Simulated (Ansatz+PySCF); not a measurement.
Values are calculated unless marked as measured or tabulated.
A run of Ansatz (development build ahead of 0.2.0) on singlet N2 at this shape:

```yaml
atoms:
  - { symbol: N, position_ang: [0.0000, 0.0000, -1.3722] }
  - { symbol: N, position_ang: [0.0000, 0.0000, 1.3722] }
```

Its results:

```yaml
Converged: yes
Reference_energy: -107.43812 hartree
Correlation_energy: -0.00012 hartree
Total_energy: -107.43824 hartree
Spin_squared_of_the_determinant: 2.991
Stability_test: minimum
```

Forces (eV/Å):
```tsv
atom	Fx	Fy	Fz
N1	0.000	0.000	-0.006
N2	0.000	0.000	0.006
```

(1) Which input gives this output? Name the method, the orbitals and the basis set, and write the input.

## Answers

(1) UHF-MP2 in STO-3G.

```yaml
crystal:
  periodic: [false, false, false]
  atoms:
    - { symbol: "N", position_ang: [0.0, 0.0, -1.37219] }
    - { symbol: "N", position_ang: [0.0, 0.0, 1.37219] }
basis:
  gaussian: { orbitals: STO-3G }
magnetization:
  spin_polarized: true
hamiltonian:
  xc: hf
correlation:
  method: mp2
  frozen_orbitals: { "N": 1 }
output:
  forces: true
```

Caution: bonds are stretched, where a single reference can fail; the unrestricted determinant is a mixture of spin states; the determinant may break the point group; another reference gives a lower total.
